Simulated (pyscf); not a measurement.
Elementary routes open to `[CH3][O]` [doublet] + `[CH4]` in the gas phase (doublet surface):
A. `[CH3][O][CH3]` + `[H]` [doublet] (C–H broken; C–O formed)
B. `[CH3][OH]` + `[CH3]` [doublet] (C–H broken; H–O formed)

Single points on ωB97X-D3(BJ)/def2-SVP structures (PySCF, gas phase). Correlated levels are frozen-core, on RHF or UHF. ΔMP2 is the change of the MP2 total energy from the triple- to the quadruple-zeta basis.

Task: Rank the routes by free-energy barrier at 298 K, lowest first, for CCSD(T)/def2-TZVPP + ΔMP2(QZVPP) energies (ideal gas, 1 atm, RRHO with modes under 100 cm⁻¹ raised to 100, one conformer, R ln 2 for chiral ones without a mode under 150 cm⁻¹).

Result: B (81.5 kJ/mol), A (253.6 kJ/mol)

Route B is the fastest of these, ahead of the next by 172.1 kJ/mol. The most stable products are those of B (ΔG = -4.9 kJ/mol), so kinetics and thermodynamics agree. At 1200 K B is still the fastest. Only these routes are compared; each barrier is that of the saddle found, and lower ones may exist. The CCSD(T) − MP2 part came from Ansatz, without density fitting, on the same reference. A UHF reference is spin-contaminated (<S²> up to 0.85), which harms MP2 most. The orbital near-degeneracy of the XH₃O or XH₃S radical is left out.
